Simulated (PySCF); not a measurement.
Electric properties by functional and basis

Species: isobutyric acid, C4H8O2.
SMILES: `CC(C)C(=O)O`

PySCF, dipoles from the SCF density, polarisabilities from static response with core orbitals frozen. Isolated species at its PBE0-D3(BJ)/def2-SVP geometry (one conformer only).

Q: How do dipole and polarisability depend on functional and basis here?

A: 

```csv
level,μ (D),α (Å³),anisotropy (Å³)
CAM-B3LYP/def2-SVPD,1.793,8.39,1.93
wB97X-D/def2-SVPD,1.796,8.38,1.92
LC-wPBE/def2-SVPD,1.778,8.20,1.87
PBE0/6-31G*,1.558,6.93,1.89
PBE0/def2-SVP,1.592,7.11,1.82
PBE0/6-31+G*,1.715,7.90,2.01
PBE0/aug-cc-pVDZ,1.761,8.58,2.08
PBE0/def2-TZVP,1.714,8.11,2.00
PBE0/def2-TZVPD,1.763,8.57,2.07
```

The anisotropy is √(½[(α1 − α2)² + (α2 − α3)² + (α3 − α1)²]). The dipole runs from 1.56 D (PBE0/6-31G*) to 1.80 D (wB97X-D/def2-SVPD). No reference polarisability is at hand; against PBE0 in the largest diffuse basis at hand (def2-TZVPD) the other PBE0 rows deviate by 6-31G* -19%, def2-SVP -17%, 6-31+G* -8%, aug-cc-pVDZ 0%, def2-TZVP -5%. With PBE0 the polarisability is 7.38 Å³ without diffuse functions (mean of 6-31G*, def2-SVP and def2-TZVP) and 8.35 Å³ with them (mean of 6-31+G*, aug-cc-pVDZ and def2-TZVPD).
